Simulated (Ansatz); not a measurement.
Ansatz input

```yaml
crystal:
  lattice:
    - [3.6928105545, 0.0, 0.0]
    - [-1.8464052773, 3.1980677516, 0.0]
    - [0.0, 0.0, 5.7087541404]
  atoms:
    - { symbol: "Y", position: [0.3333333333, 0.6666666667, 0.25], spin: 1.0 }
    - { symbol: "Y", position: [0.6666666667, 0.3333333333, 0.75], spin: 1.0 }
hamiltonian:
  xc: blyp
  pseudopotentials:
    kind: paw
    azcp:
      "Y": "pseudopotentials/Y.paw.azcp"
basis:
  ecutwfc: 420
  fft_grid_basis: typed
kpoints:
  mp_grid: { grid: [16, 16, 9], shift: [0, 0, 0] }
magnetization:
  spin_polarized: true
scf:
  occupations: { method: fermi_dirac, width: 0.05 }
```

Output

```
Engine: ansatz 0.2.0, aarch64-unknown-linux-gnu
Pseudopotentials: kind: paw
Pseudopotential: Y, paw, valence charge 11, recommended cutoff 420 eV (normal) 
Functional definition: BLYP
  parameter beta = 0.0042
  parameter a = 0.04918
  parameter b = 0.132
  parameter c = 0.2533
  parameter d = 0.349
  exchange = b88_x(beta = beta)
  correlation = lyp_c(a = a, b = b, c = c, d = d)
Crystal: 2 atoms, lattice volume = 67.420 Å³
Basis set: ecut = 420 eV, 1339 PW (Γ), exchange–correlation on 50×50×80 points (8 copies of the dense FFT grid, shifted against one another)
Bands: 16, of which v1, the nominal top of the filled ones, is band 11 counted from 1 (10 counted from 0)
Symmetry: 24 space group operations
Space group: P63/mmc (ITA 194), of the structure as read, at distance tolerance 4.1e-5 Å
Magnetic group: BNS 194.263 (UNI 1493), of the structure as read, at distance tolerance 4.1e-5 Å
k-points: 150 of 2304
Non-local potential: Y, projectors of the file, l = 0: 3, l = 1: 2, l = 2: 2, l = 3: 1
PAW form: soft (Blöchl's): semilocal exchange-correlation on the pseudo side does not see the compensation charge
PAW frozen core: Y, regenerated for the run's functional, and the local potential with it (the file was generated under x = pbe(κ = 0.804, μ = 0.2195149727645171), c = pbe(β = 0.06672455060314922))
PAW one-centre angular grid: Y, 590 points (default); XC on 64 Gauss nodes
Initial density: superposition of atomic densities (chi_scale 0.1, normalization cell)
Starting moments: Σ|m| = 2 μB on 2 of 2 sites
Initial wavefunctions: pseudopotential atomic-orbital guess
Functional: x = b88, c = lyp
iter 1 solved again at ethr=4.69e-4 eV; its pass at ethr=3.10e-3 eV (dr2=1.03e-1 eV) is discarded
SCF iter   1: F=—  HF=-7722.358205 eV  |F-HF|=—  |Δ(HF+E_count)|=         —  Δρ=1.73e-2 (↑1.73e-2 ↓1.22e-2)  dr2=1.01e-1  dr2_m=1.24e-1  M=0.612 μB ∫|m|=0.612 μB  β_m=0.30  ethr=4.69e-4  ⟨swp⟩=1.0  Hψ=27605  notcnv=0
Mixer restart at iter 1: flushing history
spin=Collinear: Kerker preconditioning applied to the charge; magnetization (m = ρ↑ − ρ↓) channel mixes plain (no charge-response kernel on spin).
SCF iter   2: F=—  HF=-7722.352899 eV  |F-HF|=—  |Δ(HF+E_count)|=   5.31e-3  Δρ=1.29e-2 (↑1.29e-2 ↓9.04e-3)  dr2=6.58e-2  dr2_m=6.74e-2  M=0.540 μB ∫|m|=0.540 μB  β_m=0.65  ethr=4.59e-4  ⟨swp⟩=1.0  Hψ=4800  notcnv=0
SCF iter   3: F=—  HF=-7722.367721 eV  |F-HF|=—  |Δ(HF+E_count)|=   1.48e-2  Δρ=1.31e-3 (↑1.02e-3 ↓1.31e-3)  dr2=2.66e-3  dr2_m=3.12e-4  M=0.253 μB ∫|m|=0.253 μB  β_m=0.82  ethr=2.99e-4  ⟨swp⟩=2.1  Hψ=8498  notcnv=0
SCF iter   4: F=—  HF=-7722.371395 eV  |F-HF|=—  |Δ(HF+E_count)|=   3.67e-3  Δρ=5.32e-4 (↑3.76e-4 ↓5.32e-4)  dr2=1.54e-4  dr2_m=1.02e-4  M=0.154 μB ∫|m|=0.155 μB  β_m=0.91  ethr=1.21e-5  ⟨swp⟩=2.0  Hψ=5892  notcnv=0
SCF iter   5: F=—  HF=-7722.372432 eV  |F-HF|=—  |Δ(HF+E_count)|=   1.04e-3  Δρ=2.97e-4 (↑2.93e-4 ↓2.97e-4)  dr2=4.49e-6  dr2_m=5.25e-5  M=0.100 μB ∫|m|=0.100 μB  β_m=0.96  ethr=7.00e-7  ⟨swp⟩=2.5  Hψ=7756  notcnv=0
SCF iter   6: F=—  HF=-7722.372889 eV  |F-HF|=—  |Δ(HF+E_count)|=   4.58e-4  Δρ=1.70e-4 (↑1.70e-4 ↓1.59e-4)  dr2=2.61e-6  dr2_m=1.62e-5  M=0.052 μB ∫|m|=0.052 μB  β_m=0.98  ethr=2.04e-8  ⟨swp⟩=3.0  Hψ=9278  notcnv=0
SCF iter   7: F=—  HF=-7722.373036 eV  |F-HF|=—  |Δ(HF+E_count)|=   1.46e-4  Δρ=3.00e-5 (↑2.89e-5 ↓3.00e-5)  dr2=4.16e-7  dr2_m=4.40e-7  M=0.007 μB ∫|m|=0.007 μB  β_m=0.99  ethr=1.19e-8  ⟨swp⟩=3.0  Hψ=9296  notcnv=0
SCF iter   8: F=—  HF=-7722.373039 eV  |F-HF|=—  |Δ(HF+E_count)|=   3.27e-6  Δρ=7.43e-6 (↑6.96e-6 ↓7.43e-6)  dr2=6.21e-8  dr2_m=1.88e-8  M=0.001 μB ∫|m|=0.001 μB  β_m=0.99  ethr=1.89e-9  ⟨swp⟩=2.1  Hψ=8132  notcnv=0
SCF iter   9: F=—  HF=-7722.373039 eV  |F-HF|=—  |Δ(HF+E_count)|=   2.27e-7  Δρ=1.33e-6 (↑9.99e-7 ↓1.33e-6)  dr2=2.90e-9  dr2_m=2.31e-10  M=0.000 μB ∫|m|=0.000 μB  β_m=1.00  ethr=2.82e-10  ⟨swp⟩=2.3  Hψ=7632  notcnv=0
SCF iter  10: F=—  HF=-7722.373039 eV  |F-HF|=—  |Δ(HF+E_count)|=   6.11e-9  Δρ=3.28e-7 (↑2.70e-7 ↓3.28e-7)  dr2=1.44e-10  dr2_m=2.42e-11  M=-0.000 μB ∫|m|=0.000 μB  β_m=1.00  ethr=1.32e-11  ⟨swp⟩=2.6  Hψ=8026  notcnv=0
SCF iter  11: F=-7722.373039 eV  HF=-7722.373039 eV  |F-HF|=1.82e-11  |Δ(HF+E_count)|=  2.68e-10  Δρ=8.02e-8 (↑5.30e-8 ↓8.02e-8)  dr2=8.27e-12  dr2_m=1.18e-12  M=0.000 μB ∫|m|=0.000 μB  ethr=1.00e-12  ⟨swp⟩=1.0  Hψ=11886  notcnv=0
SCF 1 converged in 11 iterations: F = -7722.373039 eV  dr2 = 8.27e-12
WARN: the starting moments were not kept: the SCF closed with an absolute magnetisation of 3.0e-6 μB, where they sum to 2 μB in size (2 sites). That is at most 0.1 of that sum. Measured as dr2_m measures the in/out step, that magnetisation stands 5.0e-13 eV from none, at or under the dr2_threshold of 1.0e-7 eV: it is no larger than a step whose dr2_m would equal this threshold. The system may hold no moment; this SCF shows only that its start led to no more than that. To try another start: raise the starting moments (crystal.atoms[].spin, magnetization.per_species, magnetization.initial_magnetization, or on a non-collinear deck that types none of these the spinor_matrix: blocks that start its atoms; where the total moment is fixed, keep their sum and leave initial_magnetization as it is; typed ones take the place of any that the run laid by itself, positive ones on a crystal's lanthanoids without a Hubbard term where scf.initial_density.shell_occupations: [] is typed) or, if the notice of its spin-set hold's release reads "site moments contracting" or "site moments show no strong build", lengthen the hold (scf.mixing.spin_hold: { on: { confirm: 4 } }; for m-r²SCAN on two components see the key's manual first). Each may lead to a state that holds a moment. A second SCF, from the converged charge density, with the starting moments and any scf.initial_density.shell_occupations laid on it anew, would have followed, and was not run: the deck does not ask for one (magnetization.retry_lost_moments is false, the default). To let it run, set magnetization.retry_lost_moments: true and run the deck again, where that key's refused combinations let it; where memory then withholds it, that run's warning says so.
SCF converged after 11 iterations
Magnetization: 0.0000 μB (11.0000 up, 11.0000 down)
Absolute magnetization: 0.0000 μB (∫|ρ↑−ρ↓|, with the PAW one-centre terms)
Spin contamination: 0.0000 ħ² per cell (⟨S²⟩ above its minimum at these occupations)
Per-site moments (μB) at R_I (Å): [(4.941553587585014e-7, 1.4696284408223668), (4.941553587175087e-7, 1.4696284408223668)]
Free energy (F): -7722.373039 eV
Harris-Foulkes:  -7722.373039 eV  (|F-HF|=1.82e-11)
Internal energy: -7722.339325 eV  (E = F + TS)
E sigma→0 (E₀):  -7722.356182 eV
Entropy (-TS):   -0.033714 eV (-16.857 meV/atom)
Fermi energy:    9.516469 eV
--- Per-component energies (eV) ---
  E_band       = -242.347136
  E_kinetic    = 609.166868
  E_local      = -1252.393435  (includes V_loc(G=0)·N_el)
  E_nonlocal   = 101.250430
  E_hartree    = 398.374250
  E_xc         = -340.509150
  E_vxc        = -389.710231  (∫ρ·V_xc dr)
  E_paw        = -5681.251179  (= ΣΔE_a)
  E_vpaw       = -107.409241  (= ΣTr[D̂ρ^β])
  E_aug_tail   = 0.000005  (compensation charges beyond the density's cutoff)
  E_ewald      = -1557.132269
  E_core_change = 0.155155  (= ΣΔE_core)
  E_smearing   = -0.033714  (= −TS)
  E_closure    = 0.000000  (closes the sum)
  Σ components = -7722.373039   (vs F -7722.373039, Δ=0.00e0)
```
